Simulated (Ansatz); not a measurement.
Species: C$_{2}$H$_{5}$, SMILES `[CH2]C` (charge 0, multiplicity 2), formula C$_{2}$H$_{5}$.

**Question.** How many basis functions does frozen-core CCSD(T)/def2-TZVPP // PBE0-D3(BJ)/def2-TZVP (Ansatz, a first-principles code) use, how many core orbitals are frozen, and how many electrons are correlated?

**Answer.** 132 basis functions and 2 frozen orbitals, which leaves 13 correlated electrons. Core time is of the order of seconds.
